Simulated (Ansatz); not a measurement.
# H4Si: the cost of one run

The runs use Ansatz 0.2.0, Gaussian basis; def2-QZVPP, core rule «outside noble gas», up to 5 orbitals frozen.

Plan: UHF; ROHF; CCSD(T) on UHF.

2 further runs of the same task are left out: 2 set aside as unsound or not needed. Runs told in other sessions of the task aren't counted.

**1. The geometry**

The geometry is a PBE0/def2-TZVP stationary point (not a proven minimum) of the parent state, kept for this charge and spin.

5 atoms, charge 0, spin multiplicity 5.

Atoms are counted from 1 here; the program's logs count them from 0.

Bond lengths: Si1–H2 1.529 Å, Si1–H3 1.529 Å, Si1–H4 1.529 Å, Si1–H5 1.529 Å. Angles: H2–Si1–H3 90.0°, H2–Si1–H4 90.0°, H2–Si1–H5 180.0°, H3–Si1–H4 180.0°, H3–Si1–H5 90.0°, H4–Si1–H5 90.0°.

**2. UHF**

in.yaml reads:

```yaml
crystal:
  periodic: [false, false, false]
  atoms:
    - {symbol: Si, position_ang: [0.000000, 0.000000, 0.000000]}
    - {symbol: H, position_ang: [-0.011525, 1.085107, 1.077576]}
    - {symbol: H, position_ang: [-0.016497, -1.077632, 1.084987]}
    - {symbol: H, position_ang: [0.016497, 1.077632, -1.084987]}
    - {symbol: H, position_ang: [0.011525, -1.085107, -1.077576]}
basis:
  gaussian: {orbitals: "def2-QZVPP.json"}
magnetization: {spin_polarized: true, initial_magnetization: 4}
hamiltonian: {xc: hf}
output: {orbitals: {seedname: orbitals}}
```

Started as:

```console
ansatz run in.yaml --threads 1 --pin off --events-out ev --progress --plain --max-ram 2393MiB
```

**Question.** How long does this run take on 1 thread of Arm Neoverse V1, shared host, and how much memory does it need?

About 8 s, with a peak of 0.32 GiB.
